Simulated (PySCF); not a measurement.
# Multinuclear NMR of H3Si(SH)

Cartesian coordinates in Å; atom numbers follow the order of the lines, from 1:
```xyz
6

Si   -0.4869   -0.0964    0.0058
S     1.4649    0.7458   -0.2055
H    -0.6955   -0.6610    1.3632
H    -1.4161    1.0365   -0.2190
H    -0.7345   -1.1622   -0.9980
H     2.1104   -0.4092    0.0274
```

One computed conformer, non-relativistic, equivalent nuclei averaged, isolated molecule. Shieldings: GIAO B97-2/pcSseg-2; coordinates at the PBE0-D3(BJ)/def2-TZVP level; PySCF.

Question: Where does ²⁹Si resonate?

Answer: 
```tsv
atoms	environment	σ (ppm)	δ (ppm)
Si1	silicon bonded to S, 3 H	404.0	-58.2
```

Shieldings were converted by a linear fit to measured shifts: ²⁹Si: δ = 302.65 − 0.893σ (rms 6.0 ppm, 44 shifts, 28.9 ppm with the 5 outliers that the fit left out vs TMS, solution or neat liquid). A few per cent of atoms miss by over 2 rms, more outside the fitted compound classes.

On a 500 MHz spectrometer ²⁹Si resonates near 99.3 MHz, so 1 ppm is 99.3 Hz.
